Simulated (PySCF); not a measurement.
Two species compared at the same levels of theory.

First species: C₄H₅F₄NS.
SMILES: `NC(=S)[C@@H](CF)C(F)(F)F`

Second species: furan, C4H4O.
InChI=1S/C4H4O/c1-2-4-5-3-1/h1-4H

Levels: PBE0/pcSseg-1 for dipole moment, HOMO energy, LUMO energy and HOMO–LUMO gap; GFN2-xTB for rotational constant A and rotational constant C. Geometries: GFN2-xTB. Each species is one conformer at its optimised geometry, gas phase, non-relativistic unless stated; the electronic structure was computed with PySCF and density fitting.

The conformers computed, where there is a choice (atom-mapped SMILES and torsion angles):
- `[NH2:1][C:2](=[S:3])[C@@H:4]([CH2:5][F:6])[C:7]([F:8])([F:9])[F:10]`: N1–C2–C4–C5 -67°, C2–C4–C5–F6 60°, C2–C4–C7–F8 176°, H–N1–C2–S3 -1°, H–N1–C2–S3 -175°

Q: Which of the two has the higher dipole moment, and by how much?

A: The first: 2.42 D against 0.59 D, a difference of 1.83 D.

Q: Which has the higher rotational constant C?

A: The second: 4.763 GHz against 0.742 GHz, a difference of 4.021 GHz.

Q: Which has the higher LUMO energy?

A: The second: 0.35 eV against -1.32 eV, a difference of 1.67 eV.

Q: Which has the higher HOMO energy?

A: The first: -6.51 eV against -6.68 eV, a difference of 0.17 eV.

Q: Which of the two has the higher HOMO–LUMO gap, and by how much?

A: The second: 7.03 eV against 5.19 eV, a difference of 1.84 eV.

Q: Which of the two has the higher rotational constant A, and by how much?

A: The second: 9.699 GHz against 1.489 GHz, a difference of 8.210 GHz.

On the first: The dipole equals about 8.1 × 10⁻³⁰ C·m (1 D = 3.33564 × 10⁻³⁰ C·m).

On the second: Point group C2v permits a dipole; with 0.59 D the species has a pure rotational spectrum. The dipole equals about 2.0 × 10⁻³⁰ C·m (1 D = 3.33564 × 10⁻³⁰ C·m).
